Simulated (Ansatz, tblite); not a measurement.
Removing and adding an electron: SiS₂. Total charge 0; singlet. Geometry: B3LYP-D4/def2-TZVP. Ansatz, gas phase; energy differences of separate SCF runs; the oxidised species was run as a doublet alone; the reduced species was run as a doublet alone.

```xyz
3

Si    0.000    0.000    0.000
S     0.746   -1.474    0.988
S    -0.746    1.474   -0.988
```

The xTB rows come from tblite. Correlated methods freeze 15 core orbitals. In CCSD on the charge 1 doublet the largest single amplitude is 0.18, so its Hartree–Fock determinant may place the open shell otherwise than the density functionals do. HOMO above LUMO, or a gap near zero within one spin, warns that the state may not be the lowest or that an electron is smeared out. The structure comes from a short search, and lower isomers may exist.

Problem. Estimate orbital energies and vertical ionisation energies and electron affinities at: GFN1-xTB; GFN2-xTB; HF/def2-TZVPD; HF/def2-TZVPP; PBE-D4/def2-TZVP; PBE-D4/def2-TZVPD; r2SCAN-D4/def2-TZVP; r2SCAN-D4/def2-TZVPD; PBE0-D4/def2-TZVP; PBE0-D4/def2-TZVPD; MP2/def2-TZVPD; CCSD/def2-TZVPD; CCSD/def2-TZVPP; CCSD(T)/def2-TZVPD; CCSD(T)/def2-TZVPP.

Solution. 
```json
{"level": "GFN1-xTB", "−HOMO (eV)": "11.61", "vertical IE (eV)": "15.14", "−LUMO (eV)": "6.87", "vertical EA (eV)": "3.10", "HOMO–LUMO gap (eV)": "4.74", "IE − EA (eV)": "12.04", "remarks": "–"}
{"level": "GFN2-xTB", "−HOMO (eV)": "11.04", "vertical IE (eV)": "14.00", "−LUMO (eV)": "6.92", "vertical EA (eV)": "4.17", "HOMO–LUMO gap (eV)": "4.11", "IE − EA (eV)": "9.84", "remarks": "–"}
{"level": "HF/def2-TZVPD", "−HOMO (eV)": "–", "vertical IE (eV)": "–", "−LUMO (eV)": "–", "vertical EA (eV)": "-0.05", "HOMO–LUMO gap (eV)": "–", "IE − EA (eV)": "–", "remarks": "–"}
{"level": "HF/def2-TZVPP", "−HOMO (eV)": "–", "vertical IE (eV)": "9.33", "−LUMO (eV)": "–", "vertical EA (eV)": "–", "HOMO–LUMO gap (eV)": "–", "IE − EA (eV)": "–", "remarks": "spin-contaminated (⟨S²⟩ 1.04) (+1 doublet)"}
{"level": "PBE-D4/def2-TZVP", "−HOMO (eV)": "7.00", "vertical IE (eV)": "10.01", "−LUMO (eV)": "3.18", "vertical EA (eV)": "–", "HOMO–LUMO gap (eV)": "3.82", "IE − EA (eV)": "–", "remarks": "gap within one spin near zero (+1 doublet)"}
{"level": "PBE-D4/def2-TZVPD", "−HOMO (eV)": "7.04", "vertical IE (eV)": "–", "−LUMO (eV)": "3.26", "vertical EA (eV)": "0.83", "HOMO–LUMO gap (eV)": "3.77", "IE − EA (eV)": "–", "remarks": "HOMO above zero (-1 doublet)"}
{"level": "r2SCAN-D4/def2-TZVP", "−HOMO (eV)": "7.29", "vertical IE (eV)": "10.13", "−LUMO (eV)": "2.96", "vertical EA (eV)": "–", "HOMO–LUMO gap (eV)": "4.32", "IE − EA (eV)": "–", "remarks": "–"}
{"level": "r2SCAN-D4/def2-TZVPD", "−HOMO (eV)": "7.30", "vertical IE (eV)": "–", "−LUMO (eV)": "3.02", "vertical EA (eV)": "0.75", "HOMO–LUMO gap (eV)": "4.29", "IE − EA (eV)": "–", "remarks": "HOMO above zero (-1 doublet)"}
{"level": "PBE0-D4/def2-TZVP", "−HOMO (eV)": "8.12", "vertical IE (eV)": "10.19", "−LUMO (eV)": "2.31", "vertical EA (eV)": "–", "HOMO–LUMO gap (eV)": "5.82", "IE − EA (eV)": "–", "remarks": "–"}
{"level": "PBE0-D4/def2-TZVPD", "−HOMO (eV)": "8.15", "vertical IE (eV)": "–", "−LUMO (eV)": "2.42", "vertical EA (eV)": "0.78", "HOMO–LUMO gap (eV)": "5.74", "IE − EA (eV)": "–", "remarks": "HOMO above zero (-1 doublet)"}
{"level": "MP2/def2-TZVPD", "−HOMO (eV)": "–", "vertical IE (eV)": "–", "−LUMO (eV)": "–", "vertical EA (eV)": "0.70", "HOMO–LUMO gap (eV)": "–", "IE − EA (eV)": "–", "remarks": "–"}
{"level": "CCSD/def2-TZVPD", "−HOMO (eV)": "–", "vertical IE (eV)": "–", "−LUMO (eV)": "–", "vertical EA (eV)": "0.56", "HOMO–LUMO gap (eV)": "–", "IE − EA (eV)": "–", "remarks": "–"}
{"level": "CCSD/def2-TZVPP", "−HOMO (eV)": "–", "vertical IE (eV)": "10.17", "−LUMO (eV)": "–", "vertical EA (eV)": "–", "HOMO–LUMO gap (eV)": "–", "IE − EA (eV)": "–", "remarks": "spin-contaminated (⟨S²⟩ 1.04) (+1 doublet)"}
{"level": "CCSD(T)/def2-TZVPD", "−HOMO (eV)": "–", "vertical IE (eV)": "–", "−LUMO (eV)": "–", "vertical EA (eV)": "0.64", "HOMO–LUMO gap (eV)": "–", "IE − EA (eV)": "–", "remarks": "–"}
{"level": "CCSD(T)/def2-TZVPP", "−HOMO (eV)": "–", "vertical IE (eV)": "10.20", "−LUMO (eV)": "–", "vertical EA (eV)": "–", "HOMO–LUMO gap (eV)": "–", "IE − EA (eV)": "–", "remarks": "spin-contaminated (⟨S²⟩ 1.04) (+1 doublet)"}
```

Run but left out: MP2/def2-TZVPP (charge +1 doublet: ⟨S²⟩ 1.04, where a pure state has 0.75).   A HOMO above zero means that the electron is unbound at that level or that self-interaction error raises the level; the energy of removing that electron tells which. Raw xTB energy differences between charge states are shifted by several eV; the methods need an empirical correction for them. A negative affinity means that the extra electron isn't bound; its size then hangs on the basis.
